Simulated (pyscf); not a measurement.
**Four-centre exchange: `[OH][SiH]([OH])[OH]` + `[FH]` → `[OH][Si]([OH])([OH])[F]` + `[H][H]`**

Gas phase, singlet surface, charge 0. Bonds broken: Si2–H6, F9–H10. Bonds formed: Si2–F9, H6–H10. Single points on ωB97X-D3(BJ)/def2-SVP structures (PySCF, gas phase).

Transition state (Å):

```xyz
10

O     -0.5687    -0.6993     1.3856
Si    -0.7600     0.0498    -0.0672
O     -0.1650    -0.4882    -1.5120
O     -2.3984    -0.1320    -0.3248
H     -1.3653    -1.1909     1.6211
H     -0.9692     1.7153     0.0738
H      0.7887    -0.3800    -1.6026
H     -2.6496    -0.2034    -1.2520
F      0.9460     0.9120     0.2427
H      0.0010     1.6446     0.2006
```

One imaginary mode, 1008i cm⁻¹; descent along it reached the two sides named, in the forms told below.

```tsv
bond	change	reactant side (Å)	saddle	product side
Si2–H6	breaks	1.489	1.685	3.4
F9–H10	breaks	0.929	1.196	3.7
Si2–F9	forms	3.1	1.936	1.614
H6–H10	forms	2.026	0.981	0.760
```

Electronic energies relative to the separated reactants (eV):

```json
[
 {"level": "ωB97X-D3(BJ)/def2-TZVP", "barrier": "1.06", "reaction energy": "-1.46", "reverse barrier": "2.52"},
 {"level": "PBE/def2-TZVP", "barrier": "0.80", "reaction energy": "-1.40", "reverse barrier": "2.20"},
 {"level": "r²SCAN/def2-TZVP", "barrier": "0.81", "reaction energy": "-1.57", "reverse barrier": "2.38"},
 {"level": "B3LYP-D3(BJ)/def2-TZVP", "barrier": "1.05", "reaction energy": "-1.48", "reverse barrier": "2.53"},
 {"level": "PBE0-D3(BJ)/def2-TZVP", "barrier": "0.95", "reaction energy": "-1.40", "reverse barrier": "2.36"},
 {"level": "M06-2X/def2-TZVP", "barrier": "1.09", "reaction energy": "-1.59", "reverse barrier": "2.68"},
 {"level": "ωB97M-D3(BJ)/def2-TZVP", "barrier": "1.03", "reaction energy": "-1.47", "reverse barrier": "2.50"},
 {"level": "HF/def2-TZVP", "barrier": "1.89", "reaction energy": "-1.49", "reverse barrier": "3.38"}
]
```

With ωB97M-D3(BJ)/def2-TZVP energies and thermal terms (ideal gas, 1 atm, RRHO with modes under 100 cm⁻¹ raised to 100, one conformer, R ln 2 for rigid chiral ones), in eV:

| T (K) | ΔH‡ | ΔG‡ | ΔH | ΔG |
|---|---|---|---|---|
| 298 | 1.00 | 1.49 | -1.59 | -1.50 |
| 600 | 0.98 | 2.00 | -1.56 | -1.42 |
| 900 | 0.98 | 2.52 | -1.53 | -1.35 |
| 1200 | 0.99 | 3.03 | -1.52 | -1.29 |

On the reactant side the descent ends in a complex, 0.19 eV under the separated species and 1.25 eV under the saddle at ωB97X-D3(BJ)/def2-TZVP. This is the saddle that the search found; another between the same sides may lie lower.
